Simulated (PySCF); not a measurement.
Geometries of 4 isomers of C4H6O, from PBE0-D3(BJ)/def2-SVP geometry optimisation, gas phase (PySCF). One conformer each, no zero-point energy, no frequencies.

Question: Which isomer lies lowest at this level?
A.
```xyz
11
angstrom
C      2.569    0.432    0.212
C      1.483   -0.095    0.112
C      0.166   -0.701   -0.007
C     -0.965    0.316    0.046
O     -2.165   -0.390   -0.102
H      3.536    0.892    0.298
H      0.013   -1.439    0.798
H      0.089   -1.258   -0.956
H     -0.817    1.063   -0.759
H     -0.915    0.863    1.008
H     -2.895    0.233   -0.051
```
B.
```xyz
11
angstrom
C      1.333   -0.136   -0.066
C     -0.141    0.169   -0.060
C     -1.119   -0.883   -0.510
C     -0.570    1.352    0.336
O     -0.947    2.399    0.687
H      1.938    0.712    0.284
H      1.555   -0.999    0.585
H      1.673   -0.393   -1.084
H     -2.161   -0.538   -0.459
H     -0.915   -1.184   -1.552
H     -1.034   -1.787    0.117
```
C.
```xyz
11
angstrom
C      1.306   -1.151    0.461
O      0.608    0.056    0.702
C     -0.256    0.381   -0.235
C     -0.860    0.150   -1.364
C     -1.227    1.424   -0.605
H      1.986   -1.303    1.308
H      0.607   -2.000    0.391
H      1.887   -1.087   -0.474
H     -1.063   -0.437   -2.252
H     -0.869    2.403   -0.968
H     -2.192    1.490   -0.073
```
D.
```xyz
11
angstrom
O      2.404   -1.146    0.141
C      1.403   -0.551    0.439
C      0.275   -0.268   -0.471
C     -1.120   -0.274    0.116
C     -0.496    1.017   -0.261
H      1.252   -0.156    1.483
H      0.413   -0.635   -1.492
H     -1.913   -0.684   -0.513
H     -1.217   -0.516    1.179
H     -0.844    1.530   -1.160
H     -0.156    1.683    0.538
```

Answer: B. That is dimethylketene (`CC(C)=C=O`), 3.2 kcal/mol below the next.

```tsv
SMILES	atoms numbered as above	E (Eh)	relative (kcal/mol)	relative (kJ/mol)	dipole (D)
CC(C)=C=O	[CH3:1][C:2]([CH3:3])=[C:4]=[O:5]	-230.79520	0.0	0.0	1.88
O=CC1CC1	[O:1]=[CH:2][CH:3]1[CH2:4][CH2:5]1	-230.79008	3.2	13.5	3.14
C#CCCO	[CH:1]#[C:2][CH2:3][CH2:4][OH:5]	-230.74000	34.6	144.9	1.53
COC1=CC1	[CH3:1][O:2][C:3]1=[CH:4][CH2:5]1	-230.71522	50.2	210.0	1.96
```

As drawn, the lowest has a C=O bond and cumulated double bonds, which the highest lacks; the highest has a three-membered ring, which the lowest lacks.
